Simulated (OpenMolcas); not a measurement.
## A ladder of methods for SiCl2 (SMILES Cl[Si]Cl)

SiCl2: 3 atoms, total charge 0, spin state singlet. SMILES: `Cl[Si]Cl`. Geometry: relaxed at GFN2-xTB.

```xyz
3

Si    0.0051   -0.0069   -0.8693
Cl    1.5816   -0.0189    0.4441
Cl   -1.5868    0.0259    0.4253
```

Each level gives the energy change with the Si1–Cl3 bond stretched from 2.052 to 4.104 Å (eV). The values are calculated.

| level | kind | program | value (eV) | less FCI/STO-3G | CPU time (all runs) |
| --- | --- | --- | --- | --- | --- |
| HF/STO-3G (restricted) | Hartree–Fock | OpenMolcas | 5.94 | +1.68 | 3.7 s |
| PBE0/STO-3G (restricted) | global hybrid | OpenMolcas | 4.91 | +0.65 | 13 s |
| B2PLYP/STO-3G (restricted) | double hybrid | OpenMolcas | 4.52 | +0.26 | 7.7 s |
| MP2/STO-3G (restricted) | perturbation theory | OpenMolcas | 5.14 | +0.88 | 3.6 s |
| CASSCF(2,2)/STO-3G | multireference | OpenMolcas | 4.08 | -0.18 | 4.2 s |
| MRCI(2,2)/STO-3G | multireference | OpenMolcas | 4.24 | -0.02 | 4.1 s |
| SC-NEVPT2(2,2)/STO-3G | multireference | OpenMolcas | 4.23 | -0.03 | 3.8 s |
| CISD/STO-3G (restricted) | coupled cluster or CI | OpenMolcas | 4.70 | +0.44 | 3.8 s |
| FCI/STO-3G | exact in the basis | OpenMolcas | 4.26 | 0.00 | 34 s |

FCI/STO-3G is exact within its basis and frozen core, so for wave-function methods in that basis the difference is their error; functionals converge differently with the basis, so for them it is only a difference. Spin-restricted single references rise too steeply as a bond breaks, Hartree–Fock most of all. The first shape isn't each level's own minimum. The values span 4.08 to 5.94 eV. All rows use very small basis sets, so even the best lies far from the true value. Times are those of the runs behind each value, whatever else they computed, on shared processors of several kinds: orders of magnitude only.
